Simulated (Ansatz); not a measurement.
# C₆H₁₄: ionisation energy by level of theory

One table from this session's results is given with a row withheld; the runs are named, their logs left out.

Computed with Ansatz 0.2.0, Gaussian basis. Level: unrestricted cation, the program's frozen cores in correlated methods.

The runs, in order: UKS PBE-D4/def2-TZVPP; UKS r2SCAN-D4/def2-TZVPP; UKS PBE0-D4/def2-TZVPP; UKS B3LYP-D4/def2-TZVPP; UKS wB97X-V/def2-TZVPP; UKS wB97M-V/def2-TZVPP; UKS B2PLYP/def2-TZVPP; UHF-CCSD(T)/def2-TZVPP; UHF-MP2/def2-QZVPP; extrapolation to the limit; then −ε(HOMO) from the neutral's earlier runs with LDA (SPW92), PBE-D4, revPBE-D4, BLYP-D4, r2SCAN-D4, B97M-V, PBE0-D4, B3LYP-D4, r2SCANh-D4, r2SCAN0-D4, HSE06-D4, BHLYP-D4, CAM-B3LYP-D4, LC-ωPBE, ωB97X-V, ωB97M-V.

**The relaxed structure**

The geometry comes from an earlier relaxation with PBE0-D4 in a triple-zeta def2 set; it is a stationary point, not always the lowest conformer.

SMILES `CCC(C)(C)C`, 20 atoms, charge 0, spin multiplicity 1.

Atoms are counted from 1 here; the program's logs count them from 0.

Bond lengths: C1–C2 1.520 Å, C1–H7 1.092 Å, C1–H8 1.092 Å, C1–H9 1.092 Å, C2–C3 1.536 Å, C2–H10 1.097 Å, C2–H11 1.097 Å, C3–C4 1.526 Å, C3–C5 1.526 Å, C3–C6 1.526 Å, C4–H12 1.092 Å, C4–H13 1.094 Å, C4–H14 1.094 Å, C5–H15 1.092 Å, C5–H16 1.094 Å, C5–H17 1.094 Å, C6–H18 1.094 Å, C6–H19 1.094 Å and more. Angles: C2–C1–H7 111.9°, C2–C1–H8 110.5°, C2–C1–H9 111.9°, H7–C1–H8 107.3°, H7–C1–H9 107.8°, H8–C1–H9 107.3°, C1–C2–C3 116.4°, C1–C2–H10 109.0°, C1–C2–H11 109.0°, C3–C2–H10 108.0°, C3–C2–H11 108.0°, H10–C2–H11 105.9°, C2–C3–C4 110.7°, C2–C3–C5 110.7°, C2–C3–C6 108.0°, C4–C3–C5 109.5°, C4–C3–C6 108.9°, C5–C3–C6 108.9° and more.

The first run:

Contents of in.yaml:

```yaml
crystal:
  periodic: [false, false, false]
  atoms:
    - {symbol: C, position_ang: [-0.711048, -1.415499, -1.462445]}
    - {symbol: C, position_ang: [0.088829, -0.153084, -1.187278]}
    - {symbol: C, position_ang: [0.159761, 0.305602, 0.277052]}
    - {symbol: C, position_ang: [0.818887, -0.762029, 1.146436]}
    - {symbol: C, position_ang: [-1.235348, 0.611931, 0.815522]}
    - {symbol: C, position_ang: [1.001736, 1.577626, 0.331569]}
    - {symbol: H, position_ang: [-1.757381, -1.307703, -1.167602]}
    - {symbol: H, position_ang: [-0.697500, -1.651342, -2.529027]}
    - {symbol: H, position_ang: [-0.302928, -2.280163, -0.934091]}
    - {symbol: H, position_ang: [1.114993, -0.294054, -1.547398]}
    - {symbol: H, position_ang: [-0.327483, 0.670534, -1.779650]}
    - {symbol: H, position_ang: [0.225924, -1.678742, 1.182687]}
    - {symbol: H, position_ang: [1.813317, -1.017667, 0.768631]}
    - {symbol: H, position_ang: [0.933781, -0.404777, 2.173655]}
    - {symbol: H, position_ang: [-1.863471, -0.281252, 0.846619]}
    - {symbol: H, position_ang: [-1.740526, 1.358758, 0.195831]}
    - {symbol: H, position_ang: [-1.176656, 1.007346, 1.833470]}
    - {symbol: H, position_ang: [0.556395, 2.369743, -0.277374]}
    - {symbol: H, position_ang: [1.085599, 1.949311, 1.356659]}
    - {symbol: H, position_ang: [2.013117, 1.395470, -0.043287]}
basis:
  gaussian: {orbitals: def2-TZVPP}
total_charge: 1
magnetization: {spin_polarized: true, initial_magnetization: 1}
hamiltonian: {xc: pbe, dispersion: d4}
```

Started as:

```sh
$ ansatz run in.yaml --threads 2 --pin off --events-out ev --progress --plain --max-ram 31744MiB --backend cuda --devices 0, --max-vram 18GiB
```

Among the steps run: Cation, UKS PBE-D4/def2-TZVPP; Cation, UKS r2SCAN-D4/def2-TZVPP; Cation, UKS PBE0-D4/def2-TZVPP; Cation, UKS B3LYP-D4/def2-TZVPP; Cation, UKS wB97X-V/def2-TZVPP; Cation, UKS wB97M-V/def2-TZVPP; Cation, UKS B2PLYP (frozen core)/def2-TZVPP; Cation, UHF-CCSD(T)/def2-TZVPP; Cation, UHF-MP2/def2-QZVPP.

One table of the session follows, with a row left open; its other results are not shown here.

For comparison, −ε(HOMO) of the neutral from earlier runs:

```
  functional  −ε(HOMO) (eV)
 LDA (SPW92)           7.41
      PBE-D4           7.33
   revPBE-D4           7.28
     BLYP-D4           7.25
   r2SCAN-D4           7.58
      B97M-V           7.75
     PBE0-D4           8.65
    B3LYP-D4           8.47
  r2SCANh-D4           8.08
  r2SCAN0-D4           8.82
    HSE06-D4           8.25
    BHLYP-D4              ?
CAM-B3LYP-D4          10.07
     LC-ωPBE          11.39
     ωB97X-V          11.07
     ωB97M-V          10.95
```

**Question.** Estimate the row for BHLYP-D4.

Worked estimate for «−ε(HOMO) (eV)». Against the share of exact exchange, BLYP-D4 (0, 7.25), B3LYP-D4 (0.2, 8.47) give a slope of 6.10 per unit share; at 0.5 the line stands at 10.30.

The run gave: −ε(HOMO) (eV): 9.95. In «−ε(HOMO) (eV)» the line misses by +0.35.
